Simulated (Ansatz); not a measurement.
**Atomization energy of C2H5N, singlet, from cheap to dear**

Geometry (MP2(full)/6-31G*, from the G2/97 set):

```json
{"atom": "C", "x (Å)": "-0.0216", "y (Å)": "-0.4286", "z (Å)": "0.7394"}
{"atom": "N", "x (Å)": "-0.0216", "y (Å)": "0.8440", "z (Å)": "0.0000"}
{"atom": "C", "x (Å)": "-0.0216", "y (Å)": "-0.4286", "z (Å)": "-0.7394"}
{"atom": "H", "x (Å)": "0.9199", "y (Å)": "1.2370", "z (Å)": "0.0000"}
{"atom": "H", "x (Å)": "-0.9388", "y (Å)": "-0.6362", "z (Å)": "1.2800"}
{"atom": "H", "x (Å)": "-0.9388", "y (Å)": "-0.6362", "z (Å)": "-1.2800"}
{"atom": "H", "x (Å)": "0.8863", "y (Å)": "-0.7396", "z (Å)": "1.2490"}
{"atom": "H", "x (Å)": "0.8863", "y (Å)": "-0.7396", "z (Å)": "-1.2490"}
```

Measured, as an electronic atomization energy: 3011.9 kJ/mol (G2/97 heats of formation of molecule and atoms, with zero-point and thermal terms from B3LYP taken off; Curtiss et al., J. Chem. Phys. 106, 1063 (1997), Staroverov et al., J. Chem. Phys. 119, 12129 (2003)). The measured value holds scalar relativity and spin–orbit coupling, which all computed ones lack, and core correlation, which the wave-function levels lack. Atoms are taken at the same level; beside RHF, RMP2 and RCC rows they are unrestricted. Ansatz 0.2.0; the 6-31G* set has Cartesian d functions; a miss is computed less measured; times are wall times on shared hosts and scatter by a factor of two or so.

```csv
level,basis,miss (kJ/mol),time of the run,hardware
RHF,cc-pVDZ,-938.5,–,–
RMP2,cc-pVDZ,-217.2,–,–
RCCSD(T),cc-pVDZ,-251.7,1.3 s,1 CPU thread
RCCSDT(Q),cc-pVDZ,-249.6,3.9 s,H100 + 2 CPU threads
RHF,cc-pVTZ,-894.3,–,–
RMP2,cc-pVTZ,-48.0,–,–
RCCSD(T),cc-pVTZ,-86.8,2.1 s,H100 + 2 CPU threads
RCCSDT(Q),cc-pVTZ,-86.9,3 min,H100 + 2 CPU threads
RHF,cc-pVQZ,-888.6,–,–
RMP2,cc-pVQZ,3.0,–,–
RCCSD(T),cc-pVQZ,-38.7,2.6 s,H100 + 2 CPU threads
```

A dash: the level came out of a higher level's run.

A composite of the best parts (restricted reference, at this geometry, which isn't the minimum of the high levels):

```json
{"part": "Hartree–Fock limit (T, Q; exp(−5.46 √X))", "kJ/mol": "2125.00"}
{"part": "CCSD(T) correlation limit (T, Q; X⁻³)", "kJ/mol": "880.91"}
{"part": "CCSDT − CCSD(T) (TZ)", "kJ/mol": "-3.05"}
{"part": "(Q) (TZ)", "kJ/mol": "2.94"}
{"part": "sum", "kJ/mol": "3005.8"}
{"part": "sum less measured", "kJ/mol": "-6.1"}
```
